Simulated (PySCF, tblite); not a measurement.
# HCl: protonation

Wanted: protonation for HCl (`Cl`).

Programs: tblite 0.8.0 and PySCF 2.14.0, with routines of our own; each step states its level. All values are computed. Atoms count from 0.

## 1. The system as given

2 atoms, charge 0, multiplicity 1; geometry from: start built from the parent or by distance geometry.

## 2. Geometry optimisation with GFN2-xTB

What the job is given:

```
{"job": {"kind": "relax", "xc": "GFN2-xTB", "basis": "xTB"}, "charge": 0, "multiplicity": 1}
Cl     0.699100    -0.006100    -0.005300
H     -0.693600     0.008700    -0.023000
```

Run with:

```console
$ OMP_NUM_THREADS=1 python redox_run.py task.json out
```

The driver reads the jobs from task.json and runs them one after another.

Standard output:

```text
step      E/eV     max force
  0    -137.37103    1.914
  1    -137.45633    1.166
  2    -137.48713    0.590
  3    -137.49383    0.102
  4    -137.49406    0.007
```

Run time: 0.01 s. Hardware: 1 thread of Arm Neoverse V1, shared host.

Relaxation path:

```
step  energy from step 0 (eV)  largest force (eV/Å)
   0                   0.0000                1.9143
   1                  -0.0853                1.1662
   2                  -0.1161                0.5901
   3                  -0.1228                0.1020
   4                  -0.1230                0.0070
```

The bond:

```csv
bond,before (Å),after (Å),change (Å)
Cl0–H1,1.393,1.277,-0.116
```

The end geometry stands in the next job.

## 3. Vibrational analysis with GFN2-xTB

What the job is given:

```
{"job": {"kind": "ir", "xc": "GFN2-xTB", "basis": "xTB"}, "charge": 0, "multiplicity": 1}
Cl     0.641342    -0.005505    -0.006017
H     -0.635828     0.008042    -0.022280
```

Standard output:

```text
mode    cm-1     km/mol
  1    2510.1    146.90
ZPE 15.014  H(298)-E 23.690  G(298)-E -31.949 kJ/mol  S 186.62 J/(mol K)
```

Wall time 0.05 s (1 thread of Arm Neoverse V1, shared host).

The strongest bands and the atoms that carry them (share of the mass-weighted mode):

```
cm⁻¹  km/mol    atoms
2510   146.9  H1 97 %
```

## 4. Geometry optimisation at PBE0-D3(BJ)/def2-SVP

What the job is given:

```
{"job": {"xc": "PBE0", "basis": "def2-SVP", "d3": "d3bj", "grid": 1, "kind": "geom"}, "charge": 0, "multiplicity": 1}
Cl     0.641342    -0.005505    -0.006017
H     -0.635828     0.008042    -0.022280
```

Standard output:

```text
step   0  E = -460.50235980  max force = 0.005127
step   1  E = -460.50238897  max force = 0.002364
step   2  E = -460.50239747  max force = 0.000051
optimisation converged
```

Wall time 0.6 s (1 thread of Arm Neoverse V1, shared host).

Relaxation path:

```
step  energy from step 0 (eV)  largest force component (eV/Å)
   0                   0.0000                          0.2636
   1                  -0.0008                          0.1216
   2                  -0.0010                          0.0026
```

The bond:

```
  bond  before (Å)  after (Å)  change (Å)
Cl0–H1       1.277      1.285      +0.008
```

The next job starts from the end point, and lists it.

```csv
at the end point,value
point group (found at 0.08 Å tolerance),Cinfv
"rotational constants (GHz, main isotopes)","312.3, 312.3"
dipole moment (D),1.38
```

## 5. Harmonic vibrations (HCl): PBE0-D3(BJ)/def2-SVP

What the job is given:

```
{"job": {"xc": "PBE0", "basis": "def2-SVP", "d3": "d3bj", "grid": 2, "kind": "hessian"}, "charge": 0, "multiplicity": 1}
Cl     0.645426    -0.005819    -0.005624
H     -0.639680     0.008375    -0.022660
```

Standard output:

```text
coarse grid: 2248 points
cycle   1  E = -460.4450392241  dE = -5.897e-02  |g| = 2.012e-01  |ddm| = 1.037e+00
cycle   2  E = -460.4502483656  dE = -5.209e-03  |g| = 1.668e-01  |ddm| = 4.398e-01
cycle   3  E = -460.4578288757  dE = -7.581e-03  |g| = 6.098e-03  |ddm| = 1.977e-01
cycle   4  E = -460.4578364372  dE = -7.562e-06  |g| = 2.047e-03  |ddm| = 6.008e-03
final grid: 17120 points
cycle   5  E = -460.5023884682  dE = -2.717e-06  |g| = 1.943e-03  |ddm| = 5.803e-03
cycle   6  E = -460.5023890568  dE = -5.887e-07  |g| = 1.209e-03  |ddm| = 3.399e-03
cycle   7  E = -460.5023894084  dE = -3.515e-07  |g| = 8.541e-06  |ddm| = 1.253e-03
cycle   8  E = -460.5023894084  dE = -1.643e-11  |g| = 2.543e-06  |ddm| = 1.323e-05
converged SCF energy = -460.5023894084

mode    cm-1
  1    3016.1
ZPE 18.040  H(298)-E 26.717  G(298)-E -28.953 kJ/mol  S 186.72 J/(mol K)
```

It took 0.87 s on 1 thread of Arm Neoverse V1, shared host.

Zero-point energy 18.04 kJ/mol (xTB gave 15.01).

## 6. Single point (HCl): wB97X-D3(BJ)/def2-TZVP

Geometry: PBE0-D3(BJ)/def2-SVP.

What the job is given:

```
{"job": {"kind": "sp", "xc": "wB97X", "basis": "def2-TZVP", "d3": "d3bj", "grid": 2}, "charge": 0, "multiplicity": 1}
Cl     0.645426    -0.005819    -0.005624
H     -0.639680     0.008375    -0.022660
```

Standard output:

```text
coarse grid: 2248 points
cycle   1  E = -460.8114578887  dE = -8.771e-02  |g| = 2.208e-01  |ddm| = 7.782e-01
cycle   2  E = -460.8242407137  dE = -1.278e-02  |g| = 1.336e-01  |ddm| = 2.923e-01
cycle   3  E = -460.8282078064  dE = -3.967e-03  |g| = 1.340e-02  |ddm| = 9.496e-02
cycle   4  E = -460.8282513907  dE = -4.358e-05  |g| = 3.339e-03  |ddm| = 1.008e-02
cycle   5  E = -460.8282577554  dE = -6.365e-06  |g| = 7.079e-04  |ddm| = 4.715e-03
final grid: 17120 points
cycle   6  E = -460.8248356214  dE = -8.302e-06  |g| = 4.426e-03  |ddm| = 7.419e-03
cycle   7  E = -460.8248365997  dE = -9.783e-07  |g| = 2.086e-03  |ddm| = 3.009e-03
cycle   8  E = -460.8248369687  dE = -3.690e-07  |g| = 8.569e-05  |ddm| = 1.218e-03
cycle   9  E = -460.8248369704  dE = -1.661e-09  |g| = 1.990e-05  |ddm| = 7.711e-05
converged SCF energy = -460.8248369704
```

Run time: 0.26 s. Hardware: 1 thread of Arm Neoverse V1, shared host.

## 7. Relaxing the molecule with GFN2-xTB

This step treats H₂Cl+, `[ClH2+]`.

What the job is given:

```
{"job": {"kind": "relax", "xc": "GFN2-xTB", "basis": "xTB"}, "charge": 1, "multiplicity": 1}
Cl     0.661700    -0.011900    -0.010900
H     -0.650400     0.017000    -0.045700
H      1.187800    -1.246800    -0.162700
```

Standard output:

```text
step      E/eV     max force
  0    -136.93621    1.210
  1    -136.96554    0.954
  2    -137.02755    1.162
  3    -137.04712    0.760
  4    -137.07699    0.198
  5    -137.07801    0.097
  6    -137.07822    0.022
  7    -137.07824    0.002
```

It took 0.05 s on 1 thread of Arm Neoverse V1, shared host.

Along the way:

```
step  energy from step 0 (eV)  largest force (eV/Å)
   0                   0.0000                1.2099
   1                  -0.0293                0.9542
   2                  -0.0913                1.1623
   3                  -0.1109                0.7605
   4                  -0.1408                0.1978
   5                  -0.1418                0.0973
   6                  -0.1420                0.0217
   7                  -0.1420                0.0022
```

Distances of close pairs at the start and the end, largest changes first:

```
  bond  before (Å)  after (Å)  change (Å)
Cl0–H2       1.351      1.294      -0.057
Cl0–H1       1.313      1.294      -0.019
```

The next job starts from the end point, and lists it.

## 8. Vibrational analysis with GFN2-xTB

What the job is given:

```
{"job": {"kind": "ir", "xc": "GFN2-xTB", "basis": "xTB"}, "charge": 1, "multiplicity": 1}
Cl     0.716671     0.043390    -0.001786
H     -0.569565    -0.088453    -0.057587
H      1.051970    -1.196660    -0.159955
```

Standard output:

```text
mode    cm-1     km/mol
  1     996.3      0.25
  2    2276.3      2.53
  3    2300.1     29.44
ZPE 33.332  H(298)-E 43.347  G(298)-E -18.080 kJ/mol  S 206.03 J/(mol K)
```

Run time: 0.06 s. Hardware: 1 thread of Arm Neoverse V1, shared host.

The strongest bands and the atoms that carry them (share of the mass-weighted mode):

| cm⁻¹ | km/mol | atoms |
| --- | --- | --- |
| 996 | 0.2 | H1 48 %, H2 48 % |
| 2276 | 2.5 | H2 50 %, H1 48 % |
| 2300 | 29.4 | H1 49 %, H2 48 % |

## 9. Optimising the geometry at PBE0-D3(BJ)/def2-SVP

This step treats H₂Cl+, `[ClH2+]`.

What the job is given:

```
{"job": {"xc": "PBE0", "basis": "def2-SVP", "d3": "d3bj", "grid": 1, "kind": "geom"}, "charge": 1, "multiplicity": 1}
Cl     0.716671     0.043390    -0.001786
H     -0.569565    -0.088453    -0.057587
H      1.051970    -1.196660    -0.159955
```

Standard output:

```text
step   0  E = -460.72458830  max force = 0.019368
step   1  E = -460.72498426  max force = 0.014483
step   2  E = -460.72551607  max force = 0.000806
step   3  E = -460.72551769  max force = 0.000056
optimisation converged
```

It took 0.71 s on 1 thread of Arm Neoverse V1, shared host.

The steps of the relaxation:

| step | energy from step 0 (eV) | largest force component (eV/Å) |
| --- | --- | --- |
| 0 | 0.0000 | 0.9959 |
| 1 | -0.0108 | 0.7447 |
| 2 | -0.0252 | 0.0414 |
| 3 | -0.0253 | 0.0029 |

Distances of close pairs at the start and the end, largest changes first:

```csv
bond,before (Å),after (Å),change (Å)
Cl0–H1,1.294,1.317,+0.023
Cl0–H2,1.294,1.317,+0.023
```

The next job starts from the end point, and lists it.

| at the end point | value |
| --- | --- |
| point group (found at 0.08 Å tolerance) | C2v |
| rotational constants (GHz, main isotopes) | 334.6, 266.1, 148.2 |

## 10. Harmonic vibrations (H₂Cl+): PBE0-D3(BJ)/def2-SVP

What the job is given:

```
{"job": {"xc": "PBE0", "basis": "def2-SVP", "d3": "d3bj", "grid": 2, "kind": "hessian"}, "charge": 1, "multiplicity": 1}
Cl     0.731783     0.067031     0.002199
H     -0.571803    -0.110192    -0.060747
H      1.027691    -1.205590    -0.163985
```

Standard output:

```text
coarse grid: 2864 points
cycle   1  E = -460.6652549122  dE =  3.813e-01  |g| = 2.116e-01  |ddm| = 1.359e+00
cycle   2  E = -460.6783363079  dE = -1.308e-02  |g| = 9.609e-02  |ddm| = 3.923e-01
cycle   3  E = -460.6808373335  dE = -2.501e-03  |g| = 1.216e-02  |ddm| = 8.999e-02
cycle   4  E = -460.6808736065  dE = -3.627e-05  |g| = 2.971e-03  |ddm| = 1.134e-02
cycle   5  E = -460.6808757787  dE = -2.172e-06  |g| = 5.440e-04  |ddm| = 3.751e-03
final grid: 22496 points
cycle   6  E = -460.7255062120  dE = -2.056e-06  |g| = 1.307e-03  |ddm| = 4.850e-03
cycle   7  E = -460.7255063591  dE = -1.471e-07  |g| = 1.074e-03  |ddm| = 2.709e-03
cycle   8  E = -460.7255066527  dE = -2.936e-07  |g| = 2.650e-05  |ddm| = 1.178e-03
cycle   9  E = -460.7255066529  dE = -1.793e-10  |g| = 7.773e-06  |ddm| = 2.671e-05
cycle  10  E = -460.7255066529  dE = -1.694e-11  |g| = 1.504e-07  |ddm| = 5.968e-06
converged SCF energy = -460.7255066529

mode    cm-1
  1    1177.8
  2    2759.5
  3    2761.0
ZPE 40.065  H(298)-E 50.029  G(298)-E -11.484 kJ/mol  S 206.31 J/(mol K)
```

It took 1.5 s on 1 thread of Arm Neoverse V1, shared host.

Zero-point energy 40.06 kJ/mol (xTB gave 33.33).

## 11. Single point (H2Cl+): wB97X-D3(BJ)/def2-TZVP

Geometry: PBE0-D3(BJ)/def2-SVP.

What the job is given:

```
{"job": {"kind": "sp", "xc": "wB97X", "basis": "def2-TZVP", "d3": "d3bj", "grid": 2}, "charge": 1, "multiplicity": 1}
Cl     0.731783     0.067031     0.002199
H     -0.571803    -0.110192    -0.060747
H      1.027691    -1.205590    -0.163985
```

Standard output:

```text
coarse grid: 2864 points
cycle   1  E = -461.0146046798  dE =  3.989e-01  |g| = 3.198e-01  |ddm| = 1.013e+00
cycle   2  E = -461.0478297789  dE = -3.323e-02  |g| = 1.366e-01  |ddm| = 3.750e-01
cycle   3  E = -461.0510578146  dE = -3.228e-03  |g| = 1.607e-02  |ddm| = 8.624e-02
cycle   4  E = -461.0511581609  dE = -1.003e-04  |g| = 3.445e-03  |ddm| = 2.022e-02
cycle   5  E = -461.0511648235  dE = -6.663e-06  |g| = 7.087e-04  |ddm| = 4.513e-03
final grid: 22496 points
cycle   6  E = -461.0477482104  dE = -7.781e-06  |g| = 3.810e-03  |ddm| = 6.828e-03
cycle   7  E = -461.0477488640  dE = -6.536e-07  |g| = 1.696e-03  |ddm| = 2.133e-03
cycle   8  E = -461.0477490940  dE = -2.300e-07  |g| = 8.765e-05  |ddm| = 9.009e-04
cycle   9  E = -461.0477490956  dE = -1.607e-09  |g| = 1.605e-05  |ddm| = 6.760e-05
converged SCF energy = -461.0477490956
```

Wall time 0.3 s (1 thread of Arm Neoverse V1, shared host).

## 12. Protonation: wB97X-D3(BJ)/def2-TZVP

This step combines the energies above: geometries from PBE0-D3(BJ)/def2-SVP, zero-point and thermal terms from PBE0-D3(BJ)/def2-SVP.

What the job is given:

```
{"job": {"kind": "pa", "geom": {"xc": "PBE0", "basis": "def2-SVP", "d3": "d3bj", "grid": 1}, "hess": 1, "level": {"xc": "wB97X", "basis": "def2-TZVP", "d3": "d3bj"}}, "charge": 0, "multiplicity": 1}
Cl     0.645426    -0.005819    -0.005624
H     -0.639680     0.008375    -0.022660
```

Output (the driver's rows laid out field by field):

```text
protonation site by site, wB97X-D3(BJ)/def2-TZVP // PBE0-D3(BJ)/def2-SVP

row 1
  formula                 ClH2
  charge                  1
  multiplicity            1
  smiles                  [ClH2+]
  kept                    yes
  pieces                  1
  point_group             C2v
  atom                    0
  element                 Cl
  electronic              585.26
  enthalpy                568.14
  free_energy             541.5
  share_gas               1.0
```

Wall time 4.8 s (1 thread of Arm Neoverse V1, shared host).

Energy given off on adding a proton (kJ/mol, gas phase, 298 K for the thermal columns):

| site | product | electronic | enthalpy | free energy |
| --- | --- | --- | --- | --- |
| Cl0 | [ClH2+] | 585.3 | 568.1 | 541.5 |

## 13. What came out

| quantity | value |
| --- | --- |
| strongest single infrared mode (GFN2-xTB) | 2510 cm⁻¹, 147 km/mol |
| zero-point energy (GFN2-xTB) | 3.6 kcal/mol |
| point group | Cinfv |
| rotational constants (main isotopes) | 312.29, 312.29 GHz |
| proton affinity (−ΔH), Cl0 (wB97X-D3(BJ)/def2-TZVP) | 568.1 kJ/mol |

The one mode is real. Unscaled tight-binding wavenumbers are off by several per cent, some by more. Its intensities can rank the bands wrongly. With PBE0/def2-SVP, its start was all but relaxed already: 2 steps gained 1.0 meV. The proton affinity (−ΔH) at Cl0 is 568.1 kJ/mol at wB97X-D3(BJ)/def2-TZVP; zero-point and thermal terms move it by -17.2 kJ/mol from the electronic value.
